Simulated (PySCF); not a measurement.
Gas-phase reaction: B(OH)₃ → BH + 3 O + 2 H, at 1600 K and a standard pressure of 1 bar. Level: r2SCAN/def2-TZVP†.

Method: PySCF energies plus ideal-gas RRHO corrections (1 bar). † marks an energy on the PBE0/def2-TZVP geometry and frequencies. Open shells (unrestricted): O (multiplicity 3, electronic degeneracy 9), H (multiplicity 2); the rest are closed-shell singlets. Spin-orbit splitting is ignored; it lowers the true energy and changes the entropy of O. The harmonic model lacks anharmonicity and excited electronic states, which grow with temperature; levels with a mode under 35 cm⁻¹ are left out. Internal rotation in B(OH)₃ is treated as a harmonic vibration of one conformer, which makes the entropy rough.

| species | E (Ha) | H(1600 K) − E (kJ/mol) | S°(1600 K) (J/mol/K) |
|---|---|---|---|
| B(OH)₃ | -252.48058 | 295.9 | 452.4 |
| BH | -25.26308 | 64.4 | 224.2 |
| O | -75.05863 | 33.3 | 196.6 |
| H | -0.49993 | 33.3 | 149.6 |
E: electronic energy; H − E holds the zero-point and thermal terms. 1 Ha = 2625.5 kJ/mol.

Problem. Work out ΔH°, ΔS°, ΔG° and log10 K from these numbers.

Solution. 1. ΔE = 1×(-25.26308) + 3×(-75.05863) + 2×(-0.49993) − 1×(-252.48058) = 1.04175 Ha = 2735.1 kJ.
2. Δ(H − E) = 1×(64.4) + 3×(33.3) + 2×(33.3) − 1×(295.9) = -65.0 kJ, so ΔH° = 2670.1 kJ.
3. ΔS° = 1×(224.2) + 3×(196.6) + 2×(149.6) − 1×(452.4) = 660.8 J/K; the number of gas molecules changes by +5.
4. ΔG° = ΔH° − TΔS° = 2670.1 − 1600×(660.8)/1000 = 1612.8 kJ.
5. log10 K = −ΔG°/(RT ln 10) = -52.65, with RT ln 10 = 30.63 kJ/mol; at standard pressures the reactants are favoured.
6. A shift of 10 kJ in ΔE would move log10 K by 0.33 here.
For scale, ΔH°(298 K) is 2645 kJ at this level, 2621 kJ at ωB97M-V/def2-TZVP†, and runs from 1780 to 3693 kJ over the 20 levels computed.
